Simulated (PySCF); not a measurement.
B3LYP has the VWN-RPA correlation part, as in Gaussian. 

Cartesian coordinates (Å):
SMILES: C[O]
```xyz
5

C     -0.0232    -0.0405     0.0170
O      1.3183     0.0681     0.1173
H     -0.5585    -0.0682     0.9921
H     -0.3650     0.9025    -0.4784
H     -0.3716    -0.8618    -0.6480
```
Charge 0, spin multiplicity 2.

**Question.** Estimate the highest occupied spin orbital, dipole moment and total energy that B3LYP-D3(BJ)/def2-TZVP // r2SCAN-D4/def2-SVP in PySCF returns for this input.

**Answer.** 
The highest occupied spin orbital is -7.50 eV. The dipole moment is 2.06 D. The total energy comes out as -115.1059 Ha.
